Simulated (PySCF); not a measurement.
# BS₂: relaxation and vibrations of the quartet

Aim: relax BS₂ as a quartet from a side-on start, check by its vibrations whether the end is a minimum, and collect its spectrum and constants.

Method: PBE0, basis B def2-TZVP, S def2-TZVP, no relativity, density fitting; program: PySCF 2.14.0.

## (1) The starting structure

3 atoms, charge 0, spin multiplicity 4.

Bond lengths: B1–S2 1.936 Å, B1–S3 1.936 Å, S2–S3 2.040 Å. Angles: S2–B1–S3 63.6°, B1–S2–S3 58.2°, B1–S3–S2 58.2°.

```xyz
3
charge 0 multiplicity 4
B     0.0000    0.0000    0.0000
S     1.0200    0.0000    1.6460
S    -1.0200    0.0000    1.6460
```

## (2) First SCF at the start

The steps below are one call of a driver around PySCF. For each, scf.py gives the equivalent set-up of the SCF; relaxations use the driver's own optimiser. After this first run the driver tries any further starts and a stability analysis.

The input, scf.py:

```python
from pyscf import gto, scf, dft
mol = gto.M(atom='''
B      0.000000     0.000000     0.000000
S      1.020000     0.000000     1.646000
S     -1.020000     0.000000     1.646000''',
    basis={'B': 'def2-TZVP', 'S': 'def2-TZVP'},
    charge=0, spin=3)
mf = dft.UKS(mol, xc='PBE0')
mf.grids.atom_grid = (50, 194)
aux = {'B': 'def2-universal-JKFIT', 'S': 'def2-universal-JKFIT'}
mf = mf.density_fit(auxbasis=aux)
mf.conv_tol = 1e-08
mf.diis_space = 10
mf.max_cycle = 60
mf.init_guess = 'minao'
mf.verbose = 4
mf.kernel()
```

The run is started by

```sh
$ OMP_NUM_THREADS=2 python axn.py task.json out
```

After this run come: Relaxing the quartet from the side-on start; Vibrations and properties at this point.

What does the calculation give? Wanted: minimum; geometry; wavenumbers; dipole moment; highest occupied, lowest empty level; polar-tensor charge of B1; zero-point energy; atomisation energy; ⟨S²⟩.

The runs gave:

| quantity | value |
| --- | --- |
| minimum | quartet, C2v |
| geometry | B–S 1.862 Å (×2), S–S 1.985 Å; B–S–S 57.8° (×2), S–B–S 64.4° |
| wavenumbers (cm⁻¹) | 546 (b2), 612 (a1), 805 (a1) |
| dipole moment | 1.47 D |
| highest occupied, lowest empty level (either spin) | -4.47, -4.37 eV |
| polar-tensor charge of B1 | +0.03 e |
| zero-point energy | 11.7 kJ/mol |
| entropy at 298.15 K | 270.8 J/(mol K) |
| atomisation energy (no zero-point energy) | 636 kJ/mol |
| ⟨S²⟩ | 3.761 |

In words: The side-on start keeps its C2v symmetry and ends in a minimum. In the infrared the band at 805 cm⁻¹ (a1) leads. Most of the spin sits on B1 (Mulliken spin 1.84, against 3 for the whole molecule). The first SCF alone would have been 81 kJ/mol too high. Only this shape and spin were tried, so other structures or states may lie lower.
